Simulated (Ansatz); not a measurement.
in.yaml

```yaml
crystal:
  periodic: [false, false, false]
  atoms:
    - {symbol: Ge, position_ang: [0.013205, 0.000621, 0.187070]}
    - {symbol: C, position_ang: [-0.068640, 0.005052, -0.859539]}
    - {symbol: H, position_ang: [-0.589856, -0.012112, -1.016641]}
    - {symbol: H, position_ang: [0.255335, 0.432029, -1.084136]}
    - {symbol: H, position_ang: [0.200804, -0.524861, -1.138582]}
basis:
  gaussian: {orbitals: cc-pVDZ, point_charges: [{charge: 1.00, position_ang: [4.116, -0.353, 0.354]}]}
magnetization: {spin_polarized: false, initial_magnetization: 1}
correlation: {active_space: {ras: {orbitals: [10, 1, 35], electrons: 21, max_holes: 2, max_particles: 2}, fixed_orbitals: true}}
```

```sh
$ ansatz run in.yaml --threads 1 --pin off --events-out ev --progress --plain --max-ram 2393MiB
```

**Question.** One thing in this input was set wrong on purpose, beside settings that are merely unusual. What is the gravest fault, and what does the program do?

**Answer.** Coordinates in the wrong unit (values in bohr typed as Å, so distances are 1.89 times too long). How the run ends: converged.
```
595 factors; integrals over basis functions are off by at most 1.9e-4 eV
mean field evaluation 1: about -57464.4688 eV, gradient 5.6e1 eV
mean field evaluation 2: about -57464.4821 eV, gradient 5.6e1 eV
mean field evaluation 4: about -57469.7076 eV, gradient 2.1e0 eV
mean field evaluation 8: about -57469.7266 eV, gradient 3.7e-2 eV
mean field evaluation 16: about -57469.4271 eV, gradient 2.3e0 eV
mean field -57469.72660497 eV, -2111.9734983528 hartree, gradient 2.2e-6 eV, S^2 0.750000; 4 other end points of the search recorded, 0 dependent functions left out
reference -57469.72660497 eV, -2111.9734983528 hartree; 21, 20 occupied and 35, 36 virtual orbitals, 595 factors
state -57476.18584918 eV, -2112.2108711993 hartree
Total energy: -57476.18584918 eV, -2112.2108711993 hartree
```
